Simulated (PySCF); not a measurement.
Compound: C4H5F.
Numbering: `[F:1][C@H:2]1[C@H:3]2[CH2:4][C@@H:5]12` (hydrogens: H6 on C2; H7 on C3; H8, H9 on C4; H10 on C5)

The same species was optimised twice, with GFN2-xTB and with PBE0-D3(BJ)/def2-SVP (PySCF), and the same property calculations (PySCF, gas phase) were run on both structures.

```
   coordinate  GFN2-xTB  PBE0-D3(BJ)/def2-SVP  change
    C3–H7 (Å)     1.069                 1.090  +0.021
   C5–H10 (Å)     1.069                 1.090  +0.021
    C4–H8 (Å)     1.082                 1.096  +0.014
    C2–C5 (Å)     1.485                 1.471  -0.014
    C2–C3 (Å)     1.484                 1.471  -0.013
    C4–H9 (Å)     1.082                 1.095  +0.013
    C2–H6 (Å)     1.085                 1.096  +0.011
    C3–C5 (Å)     1.495                 1.501  +0.006
    F1–C2 (Å)     1.372                 1.367  -0.005
    C4–C5 (Å)     1.498                 1.494  -0.004
    C3–C4 (Å)     1.498                 1.494  -0.004
 C5–C3–H7 (°)     135.3                 130.9    -4.4
C3–C5–H10 (°)     135.2                 130.9    -4.3
 C5–C2–H6 (°)     120.9                 118.2    -2.7
 C3–C2–H6 (°)     120.9                 118.2    -2.7
 C4–C3–H7 (°)     131.8                 129.7    -2.1
 C2–C5–C4 (°)      96.3                  98.3    +2.0
 C2–C3–C4 (°)      96.3                  98.3    +2.0
C4–C5–H10 (°)     131.8                 129.8    -2.0
```

Rotational constants: A = 11106, B = 4949, C = 4527 MHz (GFN2-xTB) against A = 11388, B = 4822, C = 4453 MHz (PBE0-D3(BJ)/def2-SVP). Point groups within 0.08 Å: Cs and Cs.

On the GFN2-xTB structure: lowest singlet, TDDFT (eV) 7.79 [CAM-B3LYP/def2-SVPD]; lowest triplet, Tamm–Dancoff (eV) 7.24 [CAM-B3LYP/def2-SVPD]; isotropic polarisability (au) 42.9 [CAM-B3LYP/def2-SVPD]; HOMO (eV) -9.38 [CAM-B3LYP/def2-SVPD]; LUMO (eV) 1.53 [CAM-B3LYP/def2-SVPD]; dipole (D) 2.44 [CAM-B3LYP/def2-SVPD].

What do these properties become on the PBE0-D3(BJ)/def2-SVP structure?

| property | level | on GFN2-xTB | on PBE0-D3(BJ)/def2-SVP | change |
| --- | --- | --- | --- | --- |
| lowest singlet, TDDFT (eV) | CAM-B3LYP/def2-SVPD | 7.79 | 7.58 | -0.21 |
| lowest triplet, Tamm–Dancoff (eV) | CAM-B3LYP/def2-SVPD | 7.24 | 6.96 | -0.28 |
| isotropic polarisability (au) | CAM-B3LYP/def2-SVPD | 42.9 | 43.5 | +0.6 |
| HOMO (eV) | CAM-B3LYP/def2-SVPD | -9.38 | -9.27 | +0.11 |
| LUMO (eV) | CAM-B3LYP/def2-SVPD | 1.53 | 1.46 | -0.07 |
| dipole (D) | CAM-B3LYP/def2-SVPD | 2.44 | 2.55 | +0.11 |
| energy, GFN2-xTB geometry as zero (kcal/mol) | CAM-B3LYP/def2-SVPD | 0.0 | -1.1 | -1.1 |

The heavy atoms differ by 0.033 Å rms after alignment. Among all bonds C3–H7 and C5–H10 change most and about equally (+0.021 Å). Changes are differences of the printed values. Neither structure is proved a minimum here.
